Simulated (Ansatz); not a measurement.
## Basis-set limit of CH4F, doublet

```xyz
6

C    -1.2202    0.0000    0.0000
H    -1.5834    1.0273    0.0000
H    -1.5834   -0.5137    0.8897
H    -1.5834   -0.5137   -0.8897
H     0.0488    0.0000    0.0000
F     1.0208    0.0000    0.0000
```

Connectivity, by distances: CH3 ··· F, 1 bridging H.

Ansatz 0.2.0, UHF determinant, valence electrons correlated. Energies in eV.

| set | X | functions | Hartree–Fock | MP2 correlation | CCSD(T) correlation | time |
| --- | --- | --- | --- | --- | --- | --- |
| def2-TZVPP | 3 | 118 | -3798.5948 | -12.0439 | -12.9956 | 4.4 s on 1 × NVIDIA H100 80GB HBM3 with 1 thread of AMD EPYC 7R13 Processor (Zen 3) (shared host) |
| def2-QZVPP | 4 | 234 | -3798.7782 | -13.0454 | -13.9352 | 12 s on 1 × NVIDIA H100 80GB HBM3 with 1 thread of AMD EPYC 7R13 Processor (Zen 3) (shared host) |

Hartree–Fock is taken to follow E(X) = E∞ + A·exp(−7.88·√X), correlation E(X) = E∞ + B·X^−2.97.

Question: Work out the CCSD(T) energy at the limit, and how far the shortcut misses it that extrapolates MP2 and adds CCSD(T) minus MP2 from the smaller set.

Answer: Hartree–Fock: E∞ = E4 + 0.1377·(E4 − E3) = -3798.8035. Correlation: E∞ = E4 + 0.7407·(E4 − E3) = -14.6312 for CCSD(T) and -13.7873 for MP2. The limit is -3813.4347 eV, 0.721 eV below def2-QZVPP. The shortcut gives a correlation energy of -13.7873 + (-0.9517) = -14.7390, 108 meV lower than the direct value.
